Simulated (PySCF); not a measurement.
Al2H, quartet in 6-31G: errors against full CI

Geometry: a point of a stretch scan, not a stationary point.

| atom | x (Å) | y (Å) | z (Å) |
| --- | --- | --- | --- |
| Al | 0.0000 | 0.0000 | 0.1719 |
| Al | 0.0000 | 0.0000 | -1.9271 |
| H | 0.0000 | 0.0000 | 1.7552 |

Basis 6-31G; PySCF 2.14.0. Correlated methods freeze the noble-gas cores, which leaves 7 electrons in 18 orbitals. R marks a restricted (for open shells ROHF) determinant, U an unrestricted one.

Full CI is exact within this basis and frozen core; it isn't the basis-set limit. The frozen core follows each run's orbitals, which can shift R against U totals by a few meV.

- UHF ⟨S²⟩: 3.758
- T1 diagnostic (ROHF- or RHF-based CCSD): 0.0296
- largest doubles amplitude (ROHF- or RHF-based CCSD): 0.079
- T1 diagnostic (UCCSD): 0.0243

```json
{"level": "UHF", "E − E(RHF) (eV)": "-0.0403"}
{"level": "RMP2", "E − E(RHF) (eV)": "-1.2192"}
{"level": "UMP2", "E − E(RHF) (eV)": "-1.2226"}
{"level": "RCCSD", "E − E(RHF) (eV)": "-1.7463"}
{"level": "UCCSD", "E − E(RHF) (eV)": "-1.7470"}
{"level": "RCCSD(T)", "E − E(RHF) (eV)": "-1.7856"}
{"level": "UCCSD(T)", "E − E(RHF) (eV)": "-1.7860"}
```

Question: Estimate how far full CI in 6-31G lies from RCCSD(T). The table doesn't fix it; the size of (T) and the diagnostics are the guide.

Answer: Full CI in 6-31G lies 0.51 kcal/mol below RCCSD(T), which is 56 % of the (T) step (-0.91 kcal/mol). The diagnostics give no warning, yet the rest is a sizeable part of (T).

The other levels:

| level | E − E(full CI) (kcal/mol) | share of correlation (%) | wall time |
| --- | --- | --- | --- |
| RCCSDT | 0.11 | 99.73 | 3.2 s |
| UCCSDT | 0.10 | 99.75 | 3.2 s |

The correlation energy at full CI, counted from RHF, is -1.808 eV. The search over symmetries took 5.8 s on 1 thread of Intel Xeon, shared host; the state has 331,072 determinants.

Times are those of the correlated step on a shared host, with one SCF added for the restricted CCSD run; they ran on 1 thread of Intel Xeon.

The full-CI state has the irrep A2 of C2v, in the program's axes (one component, if the state is degenerate).

Natural occupations of full CI about the gap: 1.960 1.944 0.995 0.980 0.980 0.041 0.032 0.032 0.011 0.007; effectively unpaired electrons, Σ n²(2−n)², 3.03.
